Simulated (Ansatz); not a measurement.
Two isomers of C2H4N2O: A = `C=NC(=N)O`, B = `N=C1OC1N`.

Program: Ansatz. Geometries: PBE0-D4/def2-TZVP. ΔE: electronic, gas phase. CCSD(T)/CBS adds triple-zeta CCSD(T) − MP2 to the extrapolated MP2 energy (def2 sets, frozen cores). Functionals use def2-TZVPP. B3LYP here is the variant with VWN-RPA as its local correlation; programs differ in this. Each species was taken in one conformer, which may not be the lowest.

**Question.** Which isomer does CCSD(T)/CBS put lower? Give the gap. (Estimate.)

**Answer.** The calculation gave: A, by 18.8 kcal/mol.

**Question.** Give E(B) − E(A) in kcal/mol with BLYP-D4, B3LYP-D4, LDA (SPW92), PBE0-D4, CCSD/def2-TZVPP, r2SCAN-D4, CCSD(T)/def2-TZVPP. (Estimate.)

**Answer.** Computed: BLYP-D4 15.6, B3LYP-D4 17.4, LDA (SPW92) 10.6, PBE0-D4 14.4, CCSD/def2-TZVPP 20.4, r2SCAN-D4 13.9, CCSD(T)/def2-TZVPP 19.1. None reverses the order clearly.

**Question.** Does the order hold for the free energy at 298.15 K (harmonic terms from PBE0-D4)? (An estimate is asked.)

**Answer.** The calculation gave: Yes: G(B) − G(A) = +19.2 kcal/mol, for one conformer each.

Largest T1 diagnostic: 0.016.

Leaving LDA and LC-ωPBE aside and taking each functional with its dispersion term where it has one, the values, not all of them listed here, spread over 9.4 kcal/mol, from PBE-D4 to BHLYP-D4. LDA lies −0.9 kcal/mol from PBE without D4. At CCSD(T), def2-SVP lies +2.7 kcal/mol from the extrapolated value and def2-TZVPP +0.3 kcal/mol.
